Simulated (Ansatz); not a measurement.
# AlSiH3 (triplet): wave-function methods side by side at a displaced geometry (v2), cc-pVDZ

An exercise on one series of results from a longer session: the logs are not shown, and one member is left open.

The runs use Ansatz 0.2.0, Gaussian basis; cc-pVDZ, core rule «outside noble gas», up to 10 orbitals frozen.

Plan: UHF; CCSD(T) on ROHF; CCSD(T) on UHF; BCCD(T) on ROHF; CISD; CCSDT(Q) on ROHF; CCSDT(Q) on UHF.

32 further runs of the same task are left out: 6 for a known fault of the program, 11 that didn't finish, 15 set aside as unsound or not needed.

## The system

The geometry is a PBE0/def2-TZVP stationary point (not a proven minimum) with its atoms shifted at random (size 0.100 Å).

5 atoms, charge 0, spin multiplicity 3.

Atoms are counted from 1 here; the program's logs count them from 0.

Bond lengths: Si1–Al2 2.383 Å, Si1–H3 1.484 Å, Al2–H4 1.512 Å, Al2–H5 1.723 Å. Angles: Al2–Si1–H3 124.9°, Si1–Al2–H4 120.0°, Si1–Al2–H5 117.9°, H4–Al2–H5 120.6°.

The first run:

Input file in.yaml:

```yaml
crystal:
  periodic: [false, false, false]
  atoms:
    - {symbol: Si, position_ang: [0.080077, -0.088457, 1.196306]}
    - {symbol: Al, position_ang: [-0.084797, 0.053200, -1.177187]}
    - {symbol: H, position_ang: [-0.008176, 1.066001, 2.124650]}
    - {symbol: H, position_ang: [0.074932, 1.388931, -1.868386]}
    - {symbol: H, position_ang: [-0.028126, -1.414270, -2.078335]}
basis:
  gaussian: {orbitals: cc-pVDZ}
magnetization: {spin_polarized: true, initial_magnetization: 2}
hamiltonian: {xc: hf}
output: {orbitals: {seedname: orbitals}}
```

Started as:

```sh
$ ansatz run in.yaml --threads 1 --pin off --events-out ev --progress --plain --max-ram 2393MiB
```

Steps of the session up to this table: UHF; CCSD(T) on ROHF; CCSD(T) on UHF; BCCD(T) on ROHF; CISD; CCSDT(Q) on ROHF; CCSDT(Q) on UHF.

One of the session's tables, all rows but one given; the rest of the session is left out.

```
   method  from UCCSDT(Q) (meV)
     ROHF               +4873.5
      UHF               +4779.8
     RMP2               +1193.9
     UMP2                     ?
     CISD                +493.1
    RCCSD                +155.0
    UCCSD                +152.4
 RCCSD(T)                 +39.0
 UCCSD(T)                 +38.6
  BCCD(T)                 +37.7
   RCCSDT                  +5.5
   UCCSDT                  +5.1
RCCSDT(Q)                  +0.4
UCCSDT(Q)                     0
```

**Question.** Estimate the row for UMP2.

**Answer.** from UCCSDT(Q) (meV): +1196.7. In the column «from UCCSDT(Q) (meV)» it lies between RMP2 (+1193.9) and UHF (+4779.8).

Caveats from the session: Restricted and unrestricted rows rest on different reference determinants; where their highest levels disagree by more than a few hundredths of an eV, they describe different states and don't form one ladder.
